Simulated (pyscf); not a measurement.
Thermochemistry of product channels of H₂As–GaH–AsH₂ + H• on the doublet surface, in eV, from ωB97M-D3(BJ)/def2-TZVP energies (ideal gas, 1 atm, RRHO with modes under 100 cm⁻¹ raised to 100, one conformer, R ln 2 for chiral ones without a mode under 150 cm⁻¹). Optimised with ωB97X-D3(BJ)/def2-SVP in PySCF.

| products | ΔE | ΔH(298 K) | ΔG(600 K) | ΔG(900 K) |
|---|---|---|---|---|
| [H₂As–Ga–AsH₂]• + H₂ | -1.30 | -1.21 | -1.37 | -1.44 |
| •HAs–GaH–AsH₂ + H₂ | -1.31 | -1.25 | -1.41 | -1.48 |

These are energies of the channels, which say nothing of barriers. Elements up to Kr have no core potential and no relativistic terms here.
